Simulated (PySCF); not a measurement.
**PH3 (phosphine): levels of theory compared**

Aim: a comparison of 6 runs (B2PLYP/6-31G, M06-2X/6-31G, PBE0/6-31G, CCSDTQ/6-31G, QCISD(T)/6-31G, CCSD(T)/6-31G) of PH3 (phosphine). Input form: a Python script.

The calculation is run with PySCF 2.14.0.

4 further runs of the same task are left out: 4 set aside as unsound or not needed.

### 1 The structure to begin with

PH3 has 4 atoms, charge 0, and is taken as a singlet. As SMILES, `P`. The P1–H3 distance was set to 2.556 Å, away from the relaxed value. At this shape a bond of the SMILES string is far longer than usual.

Bond lengths: P1–H2 1.420 Å, P1–H4 1.420 Å. Angles: H2–P1–H4 93.1°.

### 2 A single-point energy at B2PLYP/6-31G (run 1)

run.py reads:

```python
from pyscf import gto, dft, mp

mol = gto.Mole()
mol.atom = '''
P    1.427218  -0.057296  -0.553284
H    1.712118   0.235204   0.806516
H   -1.005500  -0.663000  -0.057200
H    1.109918   1.292704  -0.857384
'''
mol.max_memory = 1860
mol.verbose = 4
mol.basis = '6-31g'
mol.build()

mf = dft.RKS(mol, xc='0.53*HF + 0.47*B88, 0.73*LYP')
mf.conv_tol = 1e-10
mf.grids.level = 5
mf.kernel()
if not mf.converged:
    mf = mf.newton().run(mf.mo_coeff, mf.mo_occ)

pt = mp.MP2(mf, frozen=5).run()
etot = mf.e_tot + 0.27 * pt.e_corr
print('PT2 part  %.8f' % (0.27 * pt.e_corr))
print('Final energy', etot)
```

On the command line:

```console
$ OMP_NUM_THREADS=1 python run.py
```

Standard output:

```text
PySCF version 2.14.0

[INPUT] num. atoms = 4
[INPUT] num. electrons = 18
[INPUT] charge = 0
[INPUT] spin (= nelec alpha-beta = 2S) = 0
[INPUT] symmetry False subgroup None
[INPUT] Mole.unit = angstrom
[INPUT] Symbol           X                Y                Z      unit          X                Y                Z       unit  Magmom
[INPUT]  1 P      1.427218000000  -0.057296000000  -0.553284000000 AA    2.697051140049  -0.108273748033  -1.045555229104 Bohr   0.0
[INPUT]  2 H      1.712118000000   0.235204000000   0.806516000000 AA    3.235434112938   0.444471143402   1.524094355080 Bohr   0.0
[INPUT]  3 H     -1.005500000000  -0.663000000000  -0.057200000000 AA   -1.900119618250  -1.252888420587  -0.108092334325 Bohr   0.0
[INPUT]  4 H      1.109918000000   1.292704000000  -0.857384000000 AA    2.097441040725   2.442856520130  -1.620220943584 Bohr   0.0

nuclear repulsion = 14.8983633539276
number of shells = 13
number of NR pGTOs = 58
number of NR cGTOs = 19
basis = 6-31g
ecp = {}

******** <class 'pyscf.dft.rks.RKS'> ********
method = RKS
initial guess = minao
damping factor = 0
level_shift factor = 0
DIIS = <class 'pyscf.scf.diis.CDIIS'>
diis_start_cycle = 1
diis_space = 8
diis_damp = 0
SCF conv_tol = 1e-10
SCF conv_tol_grad = None
SCF max_cycles = 50
direct_scf = True
direct_scf_tol = 1e-13
XC library pyscf.dft.libxc version 7.0.0
    S. Lehtola, C. Steigemann, M. J.T. Oliveira, and M. A.L. Marques.,  SoftwareX 7, 1–5 (2018)
XC functionals = 0.53*HF + 0.47*B88, 0.73*LYP
    A. D. Becke.,  Phys. Rev. A 38, 3098 (1988)
    C. Lee, W. Yang, and R. G. Parr.,  Phys. Rev. B 37, 785 (1988)
    B. Miehlich, A. Savin, H. Stoll, and H. Preuss.,  Chem. Phys. Lett. 157, 200 (1989)
radial grids:
    Treutler-Ahlrichs [JCP 102, 346 (1995); DOI:10.1063/1.469408] (M4) radial grids

becke partition: Becke, JCP 88, 2547 (1988); DOI:10.1063/1.454033
pruning grids: <function nwchem_prune>
grids dens level: 5
symmetrized grids: False
atomic radii adjust function: <function treutler_atomic_radii_adjust>
small_rho_cutoff = 0
Set gradient conv threshold to 1e-05
Initial guess from minao.
tot grids = 114208
init E= -342.492491037316
  HOMO = -0.253115148371193  LUMO = -0.124045459010163  gap/eV = 3.51217
cycle= 1 E= -342.760185341721  delta_E= -0.268  |g|= 0.0954  |ddm|= 1.53
  HOMO = -0.302545927969189  LUMO = -0.0876244127393835  gap/eV = 5.84831
cycle= 2 E= -342.763370903843  delta_E= -0.00319  |g|= 0.0892  |ddm|= 0.375
  HOMO = -0.300653202999045  LUMO = -0.0852134925388842  gap/eV = 5.86241
cycle= 3 E= -342.767659232582  delta_E= -0.00429  |g|= 0.0185  |ddm|= 0.166
  HOMO = -0.298780019516564  LUMO = -0.0814229770492125  gap/eV = 5.91459
cycle= 4 E= -342.767895768568  delta_E= -0.000237  |g|= 0.00317  |ddm|= 0.0423
  HOMO = -0.298778976681972  LUMO = -0.0810606764849802  gap/eV = 5.92442
cycle= 5 E= -342.767903948638  delta_E= -8.18e-06  |g|= 0.000433  |ddm|= 0.00984
  HOMO = -0.298907558923437  LUMO = -0.08119675567048  gap/eV = 5.92421
cycle= 6 E= -342.76790427555  delta_E= -3.27e-07  |g|= 0.00011  |ddm|= 0.00192
  HOMO = -0.298881202622525  LUMO = -0.0811581692558418  gap/eV = 5.92455
cycle= 7 E= -342.767904297593  delta_E= -2.2e-08  |g|= 2.29e-05  |ddm|= 0.000517
  HOMO = -0.298888248800602  LUMO = -0.0811597401242206  gap/eV = 5.92469
cycle= 8 E= -342.767904298202  delta_E= -6.1e-10  |g|= 2.1e-06  |ddm|= 8.1e-05
  HOMO = -0.298888217635103  LUMO = -0.0811603383706445  gap/eV = 5.92468
cycle= 9 E= -342.767904298206  delta_E= -3.41e-12  |g|= 1.36e-07  |ddm|= 5.78e-06
  HOMO = -0.298888191169891  LUMO = -0.0811602715857729  gap/eV = 5.92468
Extra cycle  E= -342.767904298205  delta_E= 6.82e-13  |g|= 3.73e-08  |ddm|= 5.15e-07
converged SCF energy = -342.767904298205

******** <class 'pyscf.mp.mp2.RMP2'> ********
nocc = 4, nmo = 14
frozen orbitals 5
E(RMP2) = -342.887807440507  E_corr = -0.119903142301964
E(SCS-RMP2) = -342.903418415833  E_corr = -0.13551411762738
E_corr(same-spin) = -0.00965729207881855
E_corr(oppo-spin) = -0.110245850223145
PT2 part  -0.03237385
Final energy -342.80027814662674
```

It took 2 s on 1 thread of Arm Neoverse V1, shared host; peak memory 0.18 GiB.

### 3 A single-point energy at M06-2X/6-31G (run 2)

calc.py reads:

```python
from pyscf import gto, dft

mol = gto.M(
    atom=[
    ('P', (1.427218, -0.057296, -0.553284)),
    ('H', (1.712118, 0.235204, 0.806516)),
    ('H', (-1.005500, -0.663000, -0.057200)),
    ('H', (1.109918, 1.292704, -0.857384)),
],
    max_memory=1860,
    basis='6-31g',
    verbose=3,
    charge=0,
    spin=0,
)

myscf = dft.RKS(mol)
myscf.xc = 'm06-2x'
myscf.conv_tol = 1e-10
myscf.grids.level = 5
myscf.kernel()
if not myscf.converged:
    myscf = myscf.newton().run(myscf.mo_coeff, myscf.mo_occ)

e_tot = myscf.e_tot
print(f'total energy: {e_tot:.8f} hartree')
```

On the command line:

```console
$ OMP_NUM_THREADS=1 python calc.py
```

Standard output:

```text
converged SCF energy = -342.92595169006
total energy: -342.92595169 hartree
```

It took 2.5 s on 1 thread of Arm Neoverse V1, shared host; peak memory 0.18 GiB.

Runs 3 to 5 aren't shown in full; the table further down has their settings and results.

### 4 A single-point energy at CCSD(T)/6-31G (run 6)

input.py reads:

```python
from pyscf import gto, cc

mol = gto.M(
    atom=[
    ('P', (1.427218, -0.057296, -0.553284)),
    ('H', (1.712118, 0.235204, 0.806516)),
    ('H', (-1.005500, -0.663000, -0.057200)),
    ('H', (1.109918, 1.292704, -0.857384)),
],
    charge=0,
    basis='6-31g',
    verbose=4,
    max_memory=1860,
)

myscf = mol.RHF()
myscf.conv_tol = 1e-10
myscf.kernel()
if not myscf.converged:
    myscf = myscf.newton().run(myscf.mo_coeff, myscf.mo_occ)

mycc = cc.CCSD(myscf, frozen=5)
mycc.kernel()
e_t = mycc.ccsd_t()
etot = mycc.e_tot + e_t
print('Final energy', etot)
```

On the command line:

```console
$ OMP_NUM_THREADS=1 python input.py
```

Standard output:

```text
PySCF version 2.14.0

[INPUT] num. atoms = 4
[INPUT] num. electrons = 18
[INPUT] charge = 0
[INPUT] spin (= nelec alpha-beta = 2S) = 0
[INPUT] symmetry False subgroup None
[INPUT] Mole.unit = angstrom
[INPUT] Symbol           X                Y                Z      unit          X                Y                Z       unit  Magmom
[INPUT]  1 P      1.427218000000  -0.057296000000  -0.553284000000 AA    2.697051140049  -0.108273748033  -1.045555229104 Bohr   0.0
[INPUT]  2 H      1.712118000000   0.235204000000   0.806516000000 AA    3.235434112938   0.444471143402   1.524094355080 Bohr   0.0
[INPUT]  3 H     -1.005500000000  -0.663000000000  -0.057200000000 AA   -1.900119618250  -1.252888420587  -0.108092334325 Bohr   0.0
[INPUT]  4 H      1.109918000000   1.292704000000  -0.857384000000 AA    2.097441040725   2.442856520130  -1.620220943584 Bohr   0.0

nuclear repulsion = 14.8983633539276
number of shells = 13
number of NR pGTOs = 58
number of NR cGTOs = 19
basis = 6-31g
ecp = {}

[... 37 lines left out ...]
converged SCF energy = -342.266069016036
[... 12 lines left out ...]
Init t2, MP2 energy = -342.35093867564  E_corr(MP2) -0.0848696596042681
[... 13 lines left out ...]
CCSD converged
[... 2 lines left out ...]
Final energy -342.3986878589951
```

It took 0.85 s on 1 thread of Arm Neoverse V1, shared host; peak memory 0.12 GiB.

### 5 The series

```csv
run,level,frozen core orbitals,integration grid,energy (Eh),dipole moment (D) of the reference,HOMO energy (eV),LUMO energy (eV),wall time
1,B2PLYP/6-31G,5,5,-342.800278,1.57,-8.13,-2.21,2 s
2,M06-2X/6-31G,–,5,-342.925952,1.45,-8.27,-2.58,2.5 s
3,PBE0/6-31G,–,5,-342.830458,1.52,-7.48,-3.38,1.8 s
4,CCSDTQ/6-31G,5,–,-342.398912,1.71,-9.34,-0.25,52 s
5,QCISD(T)/6-31G,5,–,-342.398527,1.71,-9.34,-0.25,0.7 s
6,CCSD(T)/6-31G,5,–,-342.398688,1.71,-9.34,-0.25,0.85 s
```

### 6 Summary of results

| quantity | value |
| --- | --- |
| run 6: total energy | -342.39869 Eh |
| run 6: dipole moment (Hartree–Fock density) | 1.71 D |
| run 6: HOMO energy (Hartree–Fock orbitals) | -9.34 eV |
| run 6: LUMO energy (Hartree–Fock orbitals) | -0.25 eV |
| run 6: HOMO–LUMO gap (Hartree–Fock orbitals) | 9.09 eV |
| run 6: correlation energy (5 core orbitals frozen) | -132.6 mEh |
| run 6: (T) correction | -2.70 mEh |
| run 6: T1 diagnostic | 0.029 |

Over runs 1, 2, 3 the dipole moment (its size) runs from 1.45 D (M06-2X/6-31G) to 1.57 D (B2PLYP/6-31G). A double hybrid's value is that of its SCF part. Over runs 1, 2, 3 the HOMO–LUMO gap runs from 4.10 eV (PBE0/6-31G) to 5.92 eV (B2PLYP/6-31G). Totals of different functionals can't be ranked against each other. In runs 1, 2, 3, 5, 6 a closed-shell determinant meets a far-stretched bond, which it describes badly. All runs together took 60 s, the longest 52 s.
